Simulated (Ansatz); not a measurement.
# CH₃BCl− (SMILES B[CH-]Cl): one structure at several levels

A test off equilibrium: a structure displaced at random from a GFN2-xTB minimum is computed at several levels, and each is set against CCSD(T).

The runs use Ansatz 0.2.0, Gaussian basis; single points in def2-TZVPPD.

Cores are frozen in the correlated methods.

### 1 Starting geometry

SMILES `B[CH-]Cl`, 6 atoms, charge -1, spin multiplicity 1.

Atoms are counted from 1 here; the program's logs count them from 0.

Bond lengths: B1–C2 1.445 Å, B1–H4 1.229 Å, B1–H5 1.193 Å, C2–Cl3 1.845 Å, C2–H6 1.143 Å. Angles: C2–B1–H4 123.7°, C2–B1–H5 118.2°, H4–B1–H5 118.1°, B1–C2–Cl3 124.5°, B1–C2–H6 131.5°, Cl3–C2–H6 103.9°.

Geometry (Å):

```xyz
6
charge -1, multiplicity 1
B    -0.56810    0.08340   -0.58980
C     0.41570    0.13100    0.46730
Cl    1.24630   -1.34880    1.19020
H    -0.96040   -0.95860   -1.11040
H    -1.03490    1.11290   -0.97160
H     0.86020    1.00830    1.05070
```

### 2 CCSD(T)/def2-TZVPPD

run/in.yaml

```yaml
crystal:
  periodic: [false, false, false]
  atoms:
    - {symbol: B, position_ang: [-0.568100, 0.083400, -0.589800]}
    - {symbol: C, position_ang: [0.415700, 0.131000, 0.467300]}
    - {symbol: Cl, position_ang: [1.246300, -1.348800, 1.190200]}
    - {symbol: H, position_ang: [-0.960400, -0.958600, -1.110400]}
    - {symbol: H, position_ang: [-1.034900, 1.112900, -0.971600]}
    - {symbol: H, position_ang: [0.860200, 1.008300, 1.050700]}
basis:
  gaussian: {orbitals: "def2-TZVPPD.json"}
total_charge: -1
correlation: {method: ccsd_t}
output: {forces: true}
```

The basis file named in the input lies beside it (Basis Set Exchange, JSON).

The command line of these runs was not kept.

### 3 PBE0-D4/def2-TZVPPD

Edit run/in.yaml of step 2 so:

```diff
@@ -12,3 +12,3 @@
 total_charge: -1
-correlation: {method: ccsd_t}
-output: {forces: true}
+hamiltonian: {xc: pbe0, dispersion: d4}
+output: {forces: true, orbitals: {seedname: orbitals}}
```

### 4 wB97M-V/def2-TZVPPD

Edit run/in.yaml of step 3 so:

```diff
@@ -12,3 +12,3 @@
 total_charge: -1
-hamiltonian: {xc: pbe0, dispersion: d4}
-output: {forces: true, orbitals: {seedname: orbitals}}
+hamiltonian: {xc: {name: wB97M-V}}
+output: {forces: true}
```

### 5 r2SCAN-D4/def2-TZVPPD

Edit run/in.yaml of step 4 so:

```diff
@@ -12,3 +12,3 @@
 total_charge: -1
-hamiltonian: {xc: {name: wB97M-V}}
+hamiltonian: {xc: r2scan, dispersion: d4}
 output: {forces: true}
```

### 6 PBE-D4/def2-TZVPPD

Edit run/in.yaml of step 5 so:

```diff
@@ -12,3 +12,3 @@
 total_charge: -1
-hamiltonian: {xc: r2scan, dispersion: d4}
+hamiltonian: {xc: pbe, dispersion: d4}
 output: {forces: true}
```

### 7 wB97X-V/def2-TZVPPD

Edit run/in.yaml of step 6 so:

```diff
@@ -12,3 +12,3 @@
 total_charge: -1
-hamiltonian: {xc: pbe, dispersion: d4}
+hamiltonian: {xc: {name: wB97X-V}}
 output: {forces: true}
```

### 8 B97M-V/def2-TZVPPD

Edit run/in.yaml of step 7 so:

```diff
@@ -12,3 +12,3 @@
 total_charge: -1
-hamiltonian: {xc: {name: wB97X-V}}
+hamiltonian: {xc: {name: B97M-V}}
 output: {forces: true}
```

(Steps that only read results are left out.)

What does the calculation give? Wanted: RMS force component; RMS force error; HOMO and LUMO, PBE0-D4; T1 diagnostic.

As calculated:

```
              quantity                                                                                          value
   RMS force component                                                           0.540 to 0.653 eV/Å over the methods
       RMS force error  PBE0-D4 0.174, wB97M-V 0.181, r2SCAN-D4 0.167, PBE-D4 0.165, wB97X-V 0.153, B97M-V 0.211 eV/Å
HOMO and LUMO, PBE0-D4                                                                              -0.36 and 3.78 eV
         T1 diagnostic                                                                                          0.014
```

**Reading.** The forces of wB97X-V come nearest to CCSD(T), those of B97M-V are farthest. Frozen-core CCSD(T) forces in triple zeta carry basis errors of their own, and this is one geometry, so small gaps rank nothing.
